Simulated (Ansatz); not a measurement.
A made-up structure of AlBH3Cl, singlet:

| atom | x (Å) | y (Å) | z (Å) |
| --- | --- | --- | --- |
| B1 | -0.7521 | 0.2630 | -0.8483 |
| Al2 | 0.5750 | -0.0333 | 0.7709 |
| Cl3 | 1.5819 | -1.8880 | 0.8064 |
| H4 | -1.9072 | -0.0525 | -0.7973 |
| H5 | 0.9281 | 1.3701 | 1.2359 |
| H6 | 0.9025 | 0.9654 | 1.9557 |

It is relaxed with PBE-D4/def2-SVP and then PBE0-D4/def2-TZVP (Ansatz 0.2.0). Atoms count as bonded within 1.22 times the sum of their covalent radii (H–H: 0.88 Å). The end point is not checked to be a true minimum.

(1) Does its bonding change? (A judgement: the text doesn't fix the answer.)

Answers

(1) The calculation gives: Yes. Formed: B1–H5; broken: Al2–H5, H5–H6.

Where it ends: The first stage lowers the energy by 4.69 eV in 25 steps. It ends as AlBH₃Cl ([BH2][AlH][Cl]):
```xyz
6
angstrom
B -0.3561 0.6642 -0.3205
Al 0.6272 -0.2122 1.3336
Cl 1.7144 -1.9757 0.9304
H -1.4743 0.3690 -0.6344
H 0.1707 1.4831 -1.0193
H 0.6463 0.2963 2.8334
```

Labels in which every atom is bracketed show which atoms are joined, not bond orders.

For scale, one of the runs: PBE0-D4/def2-TZVP relaxation, 123 basis functions, launched by `ansatz run in.yaml --threads 2 --pin off --events-out ev --progress --plain --max-ram 4352MiB`. Hardware: 2 CPU threads of an Arm Neoverse V2, shared host. Wall time about 9.5 s.
